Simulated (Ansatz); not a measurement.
The inner images of a band of BFH$_{4}$O (7 atoms, charge 0, multiplicity 1) are given out of order.

Level of theory: Ansatz 0.2.0, RKS B3LYP-D4/6-31G*.

Initial state:

```xyz
7
Properties=species:S:1:pos:R:3
B -0.007 0.027 0.053
F -0.380 0.484 1.293
H 1.148 0.188 -0.243
H -0.858 0.051 -0.798
O 0.029 -1.751 0.355
H -0.873 -1.989 0.637
H 0.584 -1.863 1.148
```

Final state:

```xyz
7
Properties=species:S:1:pos:R:3
B 0.030 -0.414 -0.498
F 0.088 -0.088 2.358
H 1.080 0.147 -0.517
H -0.955 -0.002 -1.042
O 0.000 -1.613 0.162
H -0.877 -2.027 0.135
H 0.275 -0.857 1.846
```

Problem. Put them in order from the first end to the last, with their energies above the first end.
A.
```xyz
7
Properties=species:S:1:pos:R:3
B 0.072 -0.391 -0.252
F -0.037 0.080 1.794
H 1.128 0.123 -0.445
H -0.965 0.072 -0.619
O 0.115 -1.727 0.177
H -0.758 -2.146 0.133
H 0.087 -0.863 1.658
```
B.
```xyz
7
Properties=species:S:1:pos:R:3
B 0.059 -0.069 0.040
F -0.063 0.333 1.395
H 1.119 0.165 -0.461
H -0.954 0.025 -0.604
O 0.141 -1.736 0.465
H -0.694 -2.170 0.217
H 0.035 -1.401 1.393
```
C.
```xyz
7
Properties=species:S:1:pos:R:3
B 0.069 -0.270 -0.075
F -0.046 0.104 1.554
H 1.121 0.151 -0.439
H -0.958 0.047 -0.595
O 0.133 -1.715 0.361
H -0.703 -2.171 0.178
H 0.027 -0.999 1.459
```
D.
```xyz
7
Properties=species:S:1:pos:R:3
B 0.055 -0.423 -0.402
F -0.016 0.028 2.113
H 1.116 0.107 -0.502
H -0.970 0.066 -0.775
O 0.065 -1.701 0.105
H -0.819 -2.098 0.106
H 0.212 -0.833 1.800
```
E.
```xyz
7
Properties=species:S:1:pos:R:3
B 0.021 0.027 0.053
F -0.208 0.493 1.326
H 1.123 0.208 -0.386
H -0.931 0.015 -0.686
O 0.112 -1.756 0.416
H -0.797 -2.094 0.352
H 0.321 -1.746 1.369
```

Solution. E (+0.8 kJ/mol), B (+13.6 kJ/mol), C (+83.5 kJ/mol), A (+56.6 kJ/mol), D (+44.9 kJ/mol).

Run time: 71 s on 1 thread of Arm Neoverse V1 (shared host), peak memory 0.086 GiB.
